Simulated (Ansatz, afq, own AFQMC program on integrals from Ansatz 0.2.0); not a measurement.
**HCl + GeH$_{3}$, doublet: a scan with AFQMC**

```yaml
atoms:
  - { symbol: Cl, position_ang: [-2.1957, 0.0000, 0.0000] }
  - { symbol: H, position_ang: [-0.9169, 0.0000, 0.0000] }
  - { symbol: Ge, position_ang: [1.0223, 0.0000, 0.0000] }
  - { symbol: H, position_ang: [1.4910, -1.4659, 0.0000] }
  - { symbol: H, position_ang: [1.4910, 0.7330, -1.2695] }
  - { symbol: H, position_ang: [1.4910, 0.7330, 1.2695] }
```

A hydrogen atom is moved from one rigid fragment to the other; the Cl1–H2 distance tells how far. The two fragments are held close together, so this isn't a minimum-energy path and the start is a compressed complex. Energies in kJ/mol count from this geometry (1.279 Å) at the same level; the start stands on UHF, each point on the determinant named.

Basis cc-pVTZ. Only valence electrons are correlated. Ansatz 0.2.0 and our own AFQMC program on the same integrals; the CISD trial comes from CCSD amplitudes, and released means the phaseless constraint is let go. ± is one standard error of the sampling. No spin–orbit coupling.

Cautions, each for one point or more: inner d shell frozen; no relativity below Rb; no spin-orbit coupling; the ph-AFQMC/CISD walk drifts between its halves.

| r(Cl1–H2) / Å | det. | T1 | weight | ⟨S²⟩ | wB97M-V | HF | CCSD(T) |
| --- | --- | --- | --- | --- | --- | --- | --- |
| 1.396 | UHF | 0.012 | 0.85 | 0.77 | -0.3 | 4.6 | 0.6 |
| 1.454 | UHF | 0.013 | 0.85 | 0.77 | 4.3 | 9.6 | 5.4 |
| 1.513 | UHF | 0.013 | 0.85 | 0.78 | 9.8 | 13.6 | 10.9 |
| 1.571 | UHF | 0.014 | 0.85 | 0.78 | 15.4 | 16.1 | 16.5 |
| 1.688 | UHF | 0.015 | 0.85 | 0.77 | 29.1 | 19.8 | 30.6 |

(1) Estimate the curve of phaseless AFQMC with a CISD trial, counted from the same start.

Results:

(1) 
| r(Cl1–H2) / Å | det. | T1 | weight | ⟨S²⟩ | ph-AFQMC/CISD | released AFQMC |
| --- | --- | --- | --- | --- | --- | --- |
| 1.396 | UHF | 0.012 | 0.85 | 0.77 | 0.5 ± 0.8 | 1.6 ± 1.1 |
| 1.454 | UHF | 0.013 | 0.85 | 0.77 | 4.5 ± 0.8 | 6.0 ± 1.1 |
| 1.513 | UHF | 0.013 | 0.85 | 0.78 | 12.0 ± 0.7 | 14.5 ± 1.1 |
| 1.571 | UHF | 0.014 | 0.85 | 0.78 | 16.6 ± 0.8 | – |
| 1.688 | UHF | 0.015 | 0.85 | 0.77 | 31.4 ± 0.8 | 32.1 ± 1.2* |

Weight is that of the determinant in the CISD state; at the start T1 is 0.011 and the weight 0.85, and ⟨S²⟩ is 0.76. An asterisk marks released energies that aren't shown to be converged. A dash marks a missing value, a released energy that hasn't settled or a functional that sits on another state. Largest departures from phaseless AFQMC with a CISD trial: CCSD(T) -1.1 kJ/mol at 1.513 (on UHF) (within the noise), released AFQMC 2.5 kJ/mol at 1.513 (on UHF) (within the noise), wB97M-V -2.3 kJ/mol at 1.688, HF -11.6 kJ/mol at 1.688 (on UHF). The walk's constraint bias lies outside its error bars, so these are departures and not errors. Functionals count only at points shown to share the start's state and spin.

A walk keeps the symmetry of its determinant, which the program's search chose and which needn't be the lowest solution, so a lower state of the same spin and another symmetry isn't excluded.
